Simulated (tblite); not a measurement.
Compound: C5H13P.
SMILES with atom numbers: `[H][P:3]([CH:2]=[CH2:1])([CH3:4])([CH3:5])[CH3:6]` (hydrogens: H7, H8 on C1; H9 on C2; H10 on P3; H11, H12, H13 on C4; H14, H15, H16 on C5; H17, H18, H19 on C6)

All values are computed: GFN2-xTB (tblite) harmonic vibrations without scaling, gas phase. This tight-binding method is rough: wavenumbers can miss measured ones by several per cent, in bad cases by 10 to 20. Modes of hydrogen on phosphorus can be 10 to 20 % off.

Harmonic wavenumbers (cm⁻¹): 33.8, 97.7, 131.3, 143.7, 170.7, 182.9, 243.4, 309.2, 351.2, 376.5, 536.6, 557.0, 587.0, 697.7, 703.4, 712.8, 817.1, 818.0, 841.6, 866.4, 910.3, 923.5, 1000.5, 1051.9, 1127.2, 1210.6, 1262.4, 1297.1, 1302.0, 1303.1, 1412.3, 1421.1, 1422.9, 1425.7, 1426.8, 1431.5, 1443.6, 1677.1, 1719.5, 2921.3, 2978.4, 2980.7, 2986.5, 2988.2, 2990.6, 2996.3, 2999.2, 3001.4, 3009.9, 3051.7, 3102.8.

A = 2932, B = 2159, C = 2110 MHz; mass 104.075 u (most abundant isotopes); point group Cs, symmetry number 1.

Task: Zero-point energy?

Result: ½Σν̃ = 34977 cm⁻¹ = 418.42 kJ/mol.

Task: Give the ideal-gas entropy at 298.15 K and 1 bar in the rigid-rotor, harmonic-oscillator model (classical rotation).

Result: Translation 166.79, rotation 115.39, vibration 120.58: S = 402.8 J/(mol K).

Task: And Cp and H(298.15 K) − H(0)?

Result: Cp = 157.50 J/(mol K), of which vibrations give 124.25 (their classical limit is 51 R = 424.0); H(298.15 K) − H(0) = 28.81 kJ/mol without the zero-point energy, 18.89 from vibrations.

Task: Blend soft modes into free rotors: weight 1/[1 + (100 cm⁻¹/ν̃)⁴] for the oscillator and the rest for a rotor with moment μB/(μ + B), μ = h/(8π²ν), B = 10⁻⁴⁴ kg m². What vibrational entropy results?

Result: 111.81 J/(mol K) in place of 120.58, which changes −T·S at 298.15 K by +2.62 kJ/mol.

Task: Which modes carry the vibrational entropy at 298.15 K?

Result: 33.8 cm⁻¹: 23.40; 97.7 cm⁻¹: 14.64; 131.3 cm⁻¹: 12.25; 143.7 cm⁻¹: 11.52; 170.7 cm⁻¹: 10.16; 182.9 cm⁻¹: 9.62 J/(mol K); the other 45 give 39.00 together.

Hindered rotation and anharmonicity are outside this model.

The values belong to the conformer `[H][P:3]([CH:2]=[CH2:1])([CH3:4])([CH3:5])[CH3:6]`: C1–C2–P3–C4 -1°.
